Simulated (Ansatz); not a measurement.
Diamond-structure Si

Level of theory: RPBE (plane waves, PAW; Ansatz, a quantum-chemistry and plane-wave program).

Run with plane-wave cutoff 520 eV, 12×12×12 k mesh, Fermi–Dirac smearing 0.01 eV, scalar-relativistic PAW data made under PBE.

Cell: measured lattice: a = b = c = 5.430 Å, α = β = γ = 90.00°.

- band gap = 0.63 eV (indirect)
- smallest direct gap on the k points sampled = 2.57 eV
- width of the whole s-p valence band = 11.95 eV

Note: cell and atoms aren't relaxed at this level (pressure 3.7 GPa).

The computed numbers hold no vibrational or temperature effects.

The result took roughly 6 core-seconds.
